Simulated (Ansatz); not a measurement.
Density of states of SnAu (P6_3/mmc, a = 4.355 Å, b = 4.355 Å, c = 5.607 Å, α = 90.00°, β = 90.00°, γ = 120.00°), in states per eV and primitive cell, averaged over bins of 0.3 eV. The calculation used DFT r2SCAN, scalar-relativistic, plane waves, PAW in Ansatz 0.2.0.

Settings: cutoff 500 eV, Γ-centred mesh 12×12×8 on the computed 4-atom cell, Gaussian smearing of 0.10 eV; no spin polarisation.

The cell is relaxed at this level. The states (both spins) are summed by tetrahedra on a 18×18×12 mesh at the self-consistent density. Energies are bin centres; the table starts no lower than −8 eV and ends at 6 eV, or lower where the solved bands end.

It is a metal at this level.

```
E − E_F (eV) total Au 5d Sn 5p Au 6s Sn 5s
       -7.90   0.42   0.16   0.02   0.02   0.21
       -7.60   0.51   0.25   0.06   0.08   0.11
       -7.30   0.96   0.56   0.12   0.14   0.12
       -7.00   1.45   1.03   0.13   0.15   0.13
       -6.70   1.55   1.18   0.15   0.13   0.07
       -6.40   4.80   3.84   0.69   0.18   0.05
       -6.10   7.97   5.94   1.56   0.33   0.09
       -5.80   6.65   5.40   0.94   0.21   0.06
       -5.50   7.19   6.17   0.74   0.18   0.06
       -5.20   8.38   7.53   0.52   0.18   0.10
       -4.90  12.24  11.02   0.54   0.42   0.17
       -4.60   6.35   5.37   0.38   0.34   0.19
       -4.30   4.96   4.18   0.28   0.24   0.21
       -4.00   4.38   3.93   0.19   0.05   0.17
       -3.70   1.76   1.00   0.36   0.09   0.27
       -3.40   1.76   0.79   0.47   0.12   0.33
       -3.10   1.29   0.46   0.42   0.11   0.26
       -2.80   1.07   0.32   0.40   0.11   0.20
       -2.50   0.99   0.25   0.42   0.10   0.17
       -2.20   1.36   0.28   0.75   0.09   0.17
       -1.90   1.61   0.28   1.01   0.09   0.16
       -1.60   1.72   0.30   1.09   0.09   0.17
       -1.30   2.29   0.58   1.29   0.14   0.21
       -1.00   1.90   0.38   1.09   0.12   0.22
       -0.70   1.40   0.22   0.82   0.09   0.21
       -0.40   1.28   0.18   0.76   0.07   0.19
       -0.10   1.29   0.17   0.79   0.07   0.18
        0.20   1.42   0.18   0.89   0.08   0.18
        0.50   1.66   0.20   1.05   0.10   0.20
        0.80   1.53   0.17   0.94   0.15   0.15
        1.10   1.43   0.16   0.86   0.17   0.13
        1.40   1.49   0.15   0.93   0.16   0.13
        1.70   1.68   0.15   1.04   0.20   0.13
        2.00   1.66   0.14   1.00   0.22   0.12
        2.30   1.49   0.12   0.89   0.21   0.11
        2.60   1.55   0.11   0.94   0.23   0.10
        2.90   1.54   0.10   0.93   0.23   0.08
        3.20   1.51   0.09   0.92   0.22   0.07
        3.50   1.66   0.10   1.03   0.24   0.06
        3.80   1.76   0.09   1.08   0.27   0.04
        4.10   1.81   0.08   1.02   0.33   0.04
        4.40   2.69   0.10   1.42   0.57   0.06
        4.70   2.97   0.10   1.57   0.66   0.04
        5.00   3.14   0.07   1.62   0.76   0.03
        5.30   1.44   0.02   0.63   0.40   0.01
        5.60   1.17   0.01   0.37   0.26   0.01
```

The columns after the total are the Löwdin projections on the occupied valence shells of the potentials. The rest of the total lies in shells that are empty in the free atom, which aren't projected, and between the atoms.

Spin-orbit coupling is left out, which matters for the bands of heavy elements.